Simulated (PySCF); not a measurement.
Level of theory: PBE-D3(BJ)/def2-TZVP // B3LYP-D3(BJ)/def2-TZVP run with PySCF 2.14.0. Gas-phase values, no solvent. One relaxed conformer stands for a flexible species; it need not be the lowest. Excitations are Tamm–Dancoff values on a coarser integration grid. The basis has no diffuse functions, so Rydberg states are missing or too high.

Reference species (SMILES): `C#C` (neutral, multiplicity 1).

```json
{
 "S1 oscillator strength": "0.000",
 "HOMO–LUMO gap": "6.99 eV",
 "HOMO": "-7.17 eV",
 "S1 excitation (TDA)": "6.99 eV"
}
```

Changed species: `C#CB(O)O` (X = borono; the reference has X = H).

Question: Predict the effect on the S1 oscillator strength, HOMO–LUMO gap, HOMO and S1 excitation (TDA).

Answer: the S1 oscillator strength is nearly the same; the HOMO–LUMO gap drops by 1.41 eV, to 5.58 eV; the HOMO increases by 0.12 eV, to -7.05 eV; the S1 excitation (TDA) falls by 1.34 eV, to 5.65 eV.
